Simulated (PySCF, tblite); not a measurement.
**methanethial (CH2S): dynamics, then NMR shifts on frames**

Aim: move methanethial (CH2S) (`C=S`) away from its starting geometry and see how NMR shifts follow the geometry.

The runs use tblite 0.8.0 and PySCF 2.14.0, with density-fitted response routines of our own; the level of theory stands in each step. All values are computed, except where a source is named. Atoms count from 0, in the outputs and in this text.

### Step 1. Starting geometry

4 atoms, charge 0, multiplicity 1; geometry from: GFN2-xTB.

Bonds of the start (Å): C0–S1 1.61, C0–H2 1.08, C0–H3 1.08.

### Step 2. Dynamics with GFN2-xTB

What the job is given:

```
{"job": {"kind": "md", "xc": "GFN2-xTB", "basis": "xTB", "temperature": 400, "steps": 2000, "every": 50, "frames": 5}, "charge": 0, "multiplicity": 1}
C     -0.114941     0.005328     0.002935
S      1.483938    -0.052156     0.134838
H     -0.612125     0.819079    -0.508706
H     -0.746638    -0.767478     0.421236
```

Level: GFN2-xTB Langevin dynamics, gas phase.

Run with:

```sh
$ OMP_NUM_THREADS=1 python probes_run.py task.json out
```

The driver reads the jobs from task.json and runs them one after another.

The log of the run:

```text
t/fs     T/K      E/eV
    0.0   164.7   -172.78820
   25.0    96.5   -172.73716
   50.0   129.6   -172.70721
   75.0   257.5   -172.73537
  100.0   568.0   -172.68248
  125.0   637.7   -172.62008
  150.0   743.6   -172.60736
  175.0   480.2   -172.74506
  200.0   298.1   -172.55665
  225.0   617.2   -172.61062
  250.0   718.5   -172.60281
  275.0   246.3   -172.53753
  300.0   292.6   -172.61959
  325.0   523.2   -172.73733
  350.0   164.8   -172.58894
  375.0   428.2   -172.60208
  400.0   229.2   -172.66635
  425.0   273.4   -172.64248
  450.0   479.5   -172.70901
  475.0   386.8   -172.68870
  500.0   486.4   -172.65400
  525.0   388.9   -172.69123
  550.0   387.0   -172.74695
  575.0   366.9   -172.70496
  600.0   377.5   -172.67153
  625.0   787.0   -172.71023
  650.0   410.4   -172.51275
  675.0   656.5   -172.75454
  700.0   471.8   -172.65115
  725.0   367.8   -172.60082
  750.0   370.2   -172.59205
  775.0   464.2   -172.71032
  800.0   451.5   -172.61820
  825.0   556.1   -172.69101
  850.0   277.9   -172.65991
  875.0   334.3   -172.61054
  900.0   521.8   -172.68927
  925.0   539.8   -172.72423
  950.0   307.9   -172.61367
  975.0   406.9   -172.71409
 1000.0   289.9   -172.72846
```

Run time: 2.5 s. Hardware: 1 thread of Arm Neoverse V2, shared host; peak memory 0.18 GiB.

Distance from the start (root mean square after alignment): 0 fs 0.00 Å, 200 fs 0.09 Å, 400 fs 0.05 Å, 600 fs 0.08 Å, 800 fs 0.06 Å, 1000 fs 0.04 Å.

Positions (Å) and forces (eV/Å) at 1000 fs:

```xyz
4

C     0.917   -0.419    1.820   -0.297   -0.794   -0.764
S     0.777   -0.896    0.292    0.031    0.185   -0.251
H     1.334   -1.101    2.510    0.564   -0.389    0.756
H     0.449    0.443    2.199   -0.297    0.999    0.259
```

### Step 3. Shielding tensors: 250 fs, PBE0/pcSseg-1

What the job is given:

```
{"job": {"kind": "nmr", "xc": "PBE0", "basis": "pcSseg-1", "pop": false}, "charge": 0, "multiplicity": 1}
C     -0.505700    -0.281800     0.630500
S      0.918900     0.495000     0.951200
H     -0.535000    -0.956500    -0.140200
H     -1.293900    -0.242000     1.278200
```

Method: GIAO PBE0/pcSseg-1 NMR shielding, non-relativistic, gas phase.

The log of the run:

```text
coarse grid: 3952 points
cycle   1  E = -437.2111732750  dE =  1.008e-01  |g| = 1.667e-01  |ddm| = 1.842e+00
cycle   2  E = -437.1861854876  dE =  2.499e-02  |g| = 3.450e-01  |ddm| = 5.766e-01
cycle   3  E = -437.2221358947  dE = -3.595e-02  |g| = 3.491e-02  |ddm| = 3.281e-01
cycle   4  E = -437.2224300092  dE = -2.941e-04  |g| = 1.483e-02  |ddm| = 4.782e-02
cycle   5  E = -437.2224861868  dE = -5.618e-05  |g| = 1.144e-03  |ddm| = 1.284e-02
cycle   6  E = -437.2224864078  dE = -2.210e-07  |g| = 4.093e-04  |ddm| = 1.386e-03
final grid: 33704 points
cycle   7  E = -437.2372409977  dE = -7.218e-07  |g| = 7.905e-03  |ddm| = 1.453e-02
cycle   8  E = -437.2371782810  dE =  6.272e-05  |g| = 1.659e-02  |ddm| = 1.925e-02
cycle   9  E = -437.2372574267  dE = -7.915e-05  |g| = 5.828e-04  |ddm| = 1.463e-02
cycle  10  E = -437.2372575546  dE = -1.279e-07  |g| = 5.025e-05  |ddm| = 8.573e-04
cycle  11  E = -437.2372575551  dE = -5.796e-10  |g| = 1.941e-05  |ddm| = 8.043e-05
converged SCF energy = -437.2372575551

GIAO shielding tensors (ppm)
atom      isotropic    diamagn.    paramagn.     s11        s22        s33       span
  0 C      -99.946     255.726    -355.672   -277.181   -194.892    172.235    449.416
  1 S    -1058.653    1055.533   -2114.186  -3289.325   -718.790    832.158   4121.483
  2 H       19.719      32.544     -12.825      9.714     23.661     25.781     16.067
  3 H       19.439      31.180     -11.742      9.282     24.241     24.793     15.511
```

It took 1.4 s on 1 thread of Arm Neoverse V2, shared host; peak memory 0.26 GiB.

Shifts follow as δ = σ(reference) − σ, with reference shieldings (ppm) from runs at the same level and on the same kind of geometry: 1H TMS 31.72, 13C TMS 186.9, 33S CS2 504. The references are single molecules in the gas phase. Each atom is listed at this fixed geometry, with no averaging over motion; a spectrum would average atoms that exchange fast.

| atoms | environment | σ (ppm) | δ (ppm) |
| --- | --- | --- | --- |
| C0 | thiocarbonyl carbon | -99.9 | 286.9 |
| H3 | hydrogen on a thiocarbonyl carbon | 19.44 | 12.28 |
| H2 | hydrogen on a thiocarbonyl carbon | 19.72 | 12.00 |
| S1 | thione sulfur | -1059 | 1562 |

Orbitals, density, ELF and potential are computed afterwards from the orbital file.

Frontier orbitals at PBE0/pcSseg-1, with the share of their density that lies nearest to each atom:

| orbital | energy (eV) | lies on |
| --- | --- | --- |
| HOMO | -6.77 | S1 88 % |
| LUMO | -2.79 | S1 46 %; C0 37 %; H2, H3 about 9 % each |

ELF in a plane through or near 4 of the atoms.

Values, 10 rows by 14 columns:
```
0.00 0.00 0.00 0.00 0.00 0.00 0.00 0.00 0.00 0.00 0.00 0.00 0.00 0.00
0.00 0.00 0.00 0.00 0.01 0.00 0.00 0.00 0.00 0.00 0.00 0.00 0.00 0.00
0.00 0.00 0.11 0.57 0.69 0.28 0.01 0.06 0.58 0.26 0.01 0.00 0.00 0.00
0.00 0.04 0.53 0.90 0.95 0.70 0.07 0.83 1.00 0.99 0.33 0.00 0.00 0.00
0.00 0.07 0.55 0.91 0.30 0.53 0.67 0.72 0.98 0.91 0.19 0.00 0.00 0.00
0.00 0.07 0.53 0.86 0.59 0.21 0.81 0.43 0.78 0.43 0.04 0.00 0.00 0.00
0.00 0.07 0.57 0.92 0.95 0.75 0.21 0.94 1.00 0.98 0.30 0.00 0.00 0.00
0.00 0.00 0.29 0.76 0.83 0.40 0.01 0.52 0.97 0.86 0.05 0.00 0.00 0.00
0.00 0.00 0.00 0.03 0.10 0.02 0.00 0.00 0.02 0.00 0.00 0.00 0.00 0.00
0.00 0.00 0.00 0.00 0.00 0.00 0.00 0.00 0.00 0.00 0.00 0.00 0.00 0.00
```
The map spans 8.2 Å across and 7.0 Å up, centred on the molecule. Atoms in the plane (x, y in Å): C0 (0.2, 0.0), S1 (-1.5, 0.0), H2 (0.6, -0.9), H3 (0.7, 0.9).

On the surface of density 0.002 e/bohr³ the electrostatic potential runs, from the 1st to the 99th percentile, from -0.99 V near S1 to 1.26 V near H3.

### Step 4. Shielding tensors: 425 fs, PBE0/pcSseg-1

What the job is given:

```
{"job": {"kind": "nmr", "xc": "PBE0", "basis": "pcSseg-1", "pop": false}, "charge": 0, "multiplicity": 1}
C     -0.268800    -0.259500     0.594600
S      1.059200     0.640500     0.990800
H     -0.267300    -1.395200     0.764100
H     -1.106600     0.244100     0.063100
```

With the program's defaults for keys left out, this is: GIAO PBE0/pcSseg-1 NMR shielding, non-relativistic, gas phase.

The log of the run:

```text
coarse grid: 3952 points
cycle   1  E = -437.2075011694  dE =  1.227e-02  |g| = 2.308e-01  |ddm| = 1.789e+00
cycle   2  E = -437.1431588153  dE =  6.434e-02  |g| = 5.330e-01  |ddm| = 7.800e-01
cycle   3  E = -437.2274737225  dE = -8.431e-02  |g| = 3.975e-02  |ddm| = 4.711e-01
cycle   4  E = -437.2279454746  dE = -4.718e-04  |g| = 1.574e-02  |ddm| = 6.347e-02
cycle   5  E = -437.2280067228  dE = -6.125e-05  |g| = 1.337e-03  |ddm| = 1.304e-02
cycle   6  E = -437.2280069721  dE = -2.493e-07  |g| = 5.205e-04  |ddm| = 1.433e-03
final grid: 33704 points
cycle   7  E = -437.2426013697  dE =  5.298e-06  |g| = 7.673e-03  |ddm| = 1.245e-02
cycle   8  E = -437.2425372460  dE =  6.412e-05  |g| = 1.668e-02  |ddm| = 1.988e-02
cycle   9  E = -437.2426175206  dE = -8.027e-05  |g| = 3.933e-04  |ddm| = 1.440e-02
cycle  10  E = -437.2426175678  dE = -4.711e-08  |g| = 4.525e-05  |ddm| = 4.673e-04
cycle  11  E = -437.2426175682  dE = -3.946e-10  |g| = 2.394e-05  |ddm| = 5.314e-05
converged SCF energy = -437.2426175682

GIAO shielding tensors (ppm)
atom      isotropic    diamagn.    paramagn.     s11        s22        s33       span
  0 C      -97.754     256.940    -354.694   -279.462   -160.890    147.088    426.550
  1 S    -1018.765    1055.549   -2074.314  -3127.630   -699.967    771.300   3898.930
  2 H       18.601      27.381      -8.780     12.492     20.779     22.532     10.040
  3 H       19.001      29.199     -10.198     11.669     21.114     24.221     12.553
```

It took 0.64 s on 1 thread of Arm Neoverse V2, shared host; peak memory 0.26 GiB.

Key values: δ C0 284.7, S1 1522, H2 13.12, H3 12.72 ppm.

### Step 5. Nuclear shieldings: 625 fs, PBE0/pcSseg-1

What the job is given:

```
{"job": {"kind": "nmr", "xc": "PBE0", "basis": "pcSseg-1", "pop": false}, "charge": 0, "multiplicity": 1}
C      0.468500    -1.130500     1.420900
S      1.173300    -0.066500     0.514600
H     -0.345600    -0.918200     2.147900
H      0.797200    -2.205200     1.454200
```

Level: GIAO PBE0/pcSseg-1 NMR shielding, non-relativistic, gas phase.

The log of the run:

```text
coarse grid: 3952 points
cycle   1  E = -437.2197258336  dE =  1.244e-01  |g| = 1.657e-01  |ddm| = 1.863e+00
cycle   2  E = -437.2058680908  dE =  1.386e-02  |g| = 2.869e-01  |ddm| = 5.524e-01
cycle   3  E = -437.2299252959  dE = -2.406e-02  |g| = 4.162e-02  |ddm| = 3.085e-01
cycle   4  E = -437.2303444375  dE = -4.191e-04  |g| = 1.535e-02  |ddm| = 4.696e-02
cycle   5  E = -437.2304043407  dE = -5.990e-05  |g| = 8.998e-04  |ddm| = 1.260e-02
cycle   6  E = -437.2304044868  dE = -1.461e-07  |g| = 3.289e-04  |ddm| = 1.296e-03
final grid: 33704 points
cycle   7  E = -437.2445200907  dE =  1.461e-06  |g| = 6.993e-03  |ddm| = 1.236e-02
cycle   8  E = -437.2444823863  dE =  3.770e-05  |g| = 1.348e-02  |ddm| = 1.664e-02
cycle   9  E = -437.2445327714  dE = -5.039e-05  |g| = 4.185e-04  |ddm| = 1.196e-02
cycle  10  E = -437.2445328264  dE = -5.496e-08  |g| = 4.035e-05  |ddm| = 5.445e-04
cycle  11  E = -437.2445328267  dE = -2.867e-10  |g| = 2.139e-05  |ddm| = 4.738e-05
converged SCF energy = -437.2445328267

GIAO shielding tensors (ppm)
atom      isotropic    diamagn.    paramagn.     s11        s22        s33       span
  0 C      -64.334     255.519    -319.853   -209.365   -136.434    152.797    362.162
  1 S     -756.144    1057.036   -1813.180  -2651.336   -470.633    853.537   3504.873
  2 H       19.837      29.053      -9.216     16.058     21.647     21.805      5.747
  3 H       19.963      27.382      -7.419     16.491     21.098     22.301      5.810
```

Run time: 0.65 s. Hardware: 1 thread of Arm Neoverse V2, shared host; peak memory 0.26 GiB.

Key values: δ C0 251.3, S1 1260, H2 11.88, H3 11.75 ppm.

### Step 6. NMR shieldings: 800 fs, PBE0/pcSseg-1

What the job is given:

```
{"job": {"kind": "nmr", "xc": "PBE0", "basis": "pcSseg-1", "pop": false}, "charge": 0, "multiplicity": 1}
C      1.386500    -0.688500     1.580300
S      1.363700    -0.404100     0.037300
H      0.441900    -0.780800     2.165900
H      2.223000    -1.037200     2.040100
```

With the program's defaults for keys left out, this is: GIAO PBE0/pcSseg-1 NMR shielding, non-relativistic, gas phase.

The log of the run:

```text
coarse grid: 3952 points
cycle   1  E = -437.2157225424  dE =  1.715e-01  |g| = 1.503e-01  |ddm| = 1.884e+00
cycle   2  E = -437.2089251570  dE =  6.797e-03  |g| = 2.281e-01  |ddm| = 4.910e-01
cycle   3  E = -437.2239784620  dE = -1.505e-02  |g| = 4.765e-02  |ddm| = 2.668e-01
cycle   4  E = -437.2245129122  dE = -5.345e-04  |g| = 1.601e-02  |ddm| = 4.655e-02
cycle   5  E = -437.2245802516  dE = -6.734e-05  |g| = 8.909e-04  |ddm| = 1.392e-02
cycle   6  E = -437.2245804227  dE = -1.711e-07  |g| = 3.106e-04  |ddm| = 1.410e-03
final grid: 33704 points
cycle   7  E = -437.2387692077  dE = -1.054e-06  |g| = 7.213e-03  |ddm| = 1.379e-02
cycle   8  E = -437.2387300690  dE =  3.914e-05  |g| = 1.375e-02  |ddm| = 1.672e-02
cycle   9  E = -437.2387824958  dE = -5.243e-05  |g| = 4.709e-04  |ddm| = 1.225e-02
cycle  10  E = -437.2387825716  dE = -7.574e-08  |g| = 4.111e-05  |ddm| = 6.614e-04
cycle  11  E = -437.2387825719  dE = -3.413e-10  |g| = 1.879e-05  |ddm| = 4.678e-05
converged SCF energy = -437.2387825719

GIAO shielding tensors (ppm)
atom      isotropic    diamagn.    paramagn.     s11        s22        s33       span
  0 C      -70.898     256.154    -327.053   -219.423   -157.436    164.164    383.587
  1 S     -853.866    1057.428   -1911.294  -2891.881   -540.404    870.687   3762.568
  2 H       19.743      30.133     -10.390     15.687     21.358     22.184      6.497
  3 H       20.731      30.151      -9.420     13.649     23.674     24.872     11.223
```

Run time: 0.65 s. Hardware: 1 thread of Arm Neoverse V2, shared host; peak memory 0.26 GiB.

In short: δ C0 257.8, S1 1358, H2 11.97, H3 10.99 ppm.

### Step 7. NMR shieldings: 1000 fs, PBE0/pcSseg-1

What the job is given:

```
{"job": {"kind": "nmr", "xc": "PBE0", "basis": "pcSseg-1", "pop": false}, "charge": 0, "multiplicity": 1}
C      0.917500    -0.419300     1.819700
S      0.776900    -0.895800     0.291700
H      1.334200    -1.100900     2.510300
H      0.449400     0.442500     2.198900
```

Method: GIAO PBE0/pcSseg-1 NMR shielding, non-relativistic, gas phase.

The log of the run:

```text
coarse grid: 3952 points
cycle   1  E = -437.2183698063  dE =  1.275e-01  |g| = 1.610e-01  |ddm| = 1.858e+00
cycle   2  E = -437.2026377034  dE =  1.573e-02  |g| = 2.944e-01  |ddm| = 5.449e-01
cycle   3  E = -437.2283400108  dE = -2.570e-02  |g| = 3.935e-02  |ddm| = 3.026e-01
cycle   4  E = -437.2287017563  dE = -3.617e-04  |g| = 1.532e-02  |ddm| = 4.602e-02
cycle   5  E = -437.2287623999  dE = -6.064e-05  |g| = 9.911e-04  |ddm| = 1.327e-02
cycle   6  E = -437.2287625787  dE = -1.788e-07  |g| = 3.603e-04  |ddm| = 1.393e-03
final grid: 33704 points
cycle   7  E = -437.2431175767  dE = -1.089e-06  |g| = 7.738e-03  |ddm| = 1.415e-02
cycle   8  E = -437.2430665397  dE =  5.104e-05  |g| = 1.538e-02  |ddm| = 1.823e-02
cycle   9  E = -437.2431330857  dE = -6.655e-05  |g| = 5.213e-04  |ddm| = 1.360e-02
cycle  10  E = -437.2431331849  dE = -9.915e-08  |g| = 4.531e-05  |ddm| = 7.786e-04
cycle  11  E = -437.2431331854  dE = -5.074e-10  |g| = 1.548e-05  |ddm| = 6.475e-05
converged SCF energy = -437.2431331854

GIAO shielding tensors (ppm)
atom      isotropic    diamagn.    paramagn.     s11        s22        s33       span
  0 C      -83.336     256.292    -339.628   -246.142   -170.815    166.948    413.090
  1 S     -938.890    1057.008   -1995.899  -3055.286   -613.610    852.225   3907.511
  2 H       20.132      28.933      -8.801     12.780     22.248     25.369     12.589
  3 H       19.676      31.876     -12.200     12.333     23.240     23.456     11.123
```

Wall time 0.66 s (1 thread of Arm Neoverse V2, shared host); peak memory 0.26 GiB.

Key values: δ C0 270.3, S1 1443, H3 12.04, H2 11.58 ppm.

### Step 8. Comparing the runs: NMR shifts

Shifts (ppm), with basis size and wall time:

| frame | C0 | H3 | H2 | S1 | functions | time |
| --- | --- | --- | --- | --- | --- | --- |
| 250 fs | 286.9 | 12.28 | 12.00 | 1562 | 51 | 1.4 s |
| 425 fs | 284.7 | 12.72 | 13.12 | 1522 | 51 | 0.64 s |
| 625 fs | 251.3 | 11.75 | 11.88 | 1260 | 51 | 0.65 s |
| 800 fs | 257.8 | 10.99 | 11.97 | 1358 | 51 | 0.65 s |
| 1000 fs | 270.3 | 12.04 | 11.58 | 1443 | 51 | 0.66 s |

### Step 9. Results

| quantity | value |
| --- | --- |
| thermostat | 400 K |
| mean temperature, second half | 439 K |
| mean potential energy above the minimum | 0.12 eV |
| 13C shifts against TMS (PBE0/pcSseg-1, 250 fs) | 286.9 ppm |
| 1H shifts against TMS (PBE0/pcSseg-1, 250 fs) | 12.28, 12.00 ppm |
| 33S shifts against CS2 (PBE0/pcSseg-1, 250 fs) | 1562 ppm |
| surface potential, 1st and 99th percentile | -0.99 V and 1.26 V |
| range of the shift of S1 | 1260 to 1562 ppm |

What this shows: In the second half the potential energy averages 0.12 eV above the minimum; equipartition over 6 harmonic modes at 400 K would give 0.10 eV. With 4 atoms the temperature swings widely (96 to 787 K). Shifts at one fixed geometry are not the observed spectrum, which averages over the motion. In the first frame run (250 fs): The widest tensor belongs to S1: span 4121 ppm, with a paramagnetic part of -2114 ppm. By nearest atom (PBE0/pcSseg-1), the HOMO sits on S1 88 % and the LUMO on S1 46 %; C0 37 %. In ppm, S1 moves most: its shift spreads over 303 ppm, from 1260 (625 fs) to 1562 (250 fs).
